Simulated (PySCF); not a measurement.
# Mg: ionisation energy

Mg [Ne] 3s2 (1S) → Mg⁺ [Ne] 3s1 (2S), as a difference of total energies. Calculation: PySCF 2.14, in x2c-TZVPPall (5s4p3d, 32 functions); the spin-free X2C one-electron Hamiltonian (Gaussian nucleus). Correlated levels: valence and next inner shell: 1s2 frozen. The calculations carry no spin-orbit coupling.

```
                                method  ionisation energy (eV)
                                   UHF                   6.621
    MP2 (valence and next inner shell)                   7.307
SCS-MP2 (valence and next inner shell)                   7.403
   CCSD (valence and next inner shell)                   7.546
CCSD(T) (valence and next inner shell)                   7.570
  CCSDT (valence and next inner shell)                   7.570
```

Task: How much does correlation contribute at CCSD(T) (valence and next inner shell)?

Result: 7.570 − (6.621) = 0.949 eV, measured against UHF.

Errors of the correlated levels include the incompleteness of this basis and the frozen core.

For comparison: 7.646 eV (measured; NIST Atomic Spectra Database, ionization energies).
